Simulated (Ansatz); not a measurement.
Born–Oppenheimer molecular dynamics of ClH + H2S (5 atoms, charge 0, multiplicity 1). It starts from a relaxed structure.

Computed with UKS r2SCAN-D4/6-31G (Ansatz).

```yaml
ensemble: NVE (velocity Verlet)
time_step: 0.5 fs
steps_asked: 100
starting_velocities_drawn_for: 3000 K
masses: H 3.016 u
seed: 155193
```

First frame:

```xyz
5
Properties=species:S:1:pos:R:3
Cl 0.204 -0.096 -2.510
H 0.053 -0.285 -1.180
S -0.177 -0.452 1.021
H 0.949 0.226 1.428
H -1.029 0.606 1.241
```

(1) How far do the bonds stretch over the last three quarters of this one trajectory? (Pairs bonded in most of those frames.)

Results:

(1) 
| bond | mean (Å) | spread (Å) | shortest | longest |
| --- | --- | --- | --- | --- |
| Cl1–H2 | 1.333 | 0.040 | 1.28 | 1.39 |
| S3–H4 | 1.384 | 0.049 | 1.32 | 1.47 |
| S3–H5 | 1.381 | 0.039 | 1.33 | 1.45 |

Mean temperature of the second half: 2305 K. The conserved energy stayed within 0.12 meV per atom of its start (net change 0.061 meV per atom), so the integration is sound. A run of 0.05 ps of so small a system gives no equilibrium averages. Limits of this set-up: no polarisation functions.

Time of the run: 4.1 min on 1 thread of Arm Neoverse V2 (shared host), peak memory 0.12 GiB.
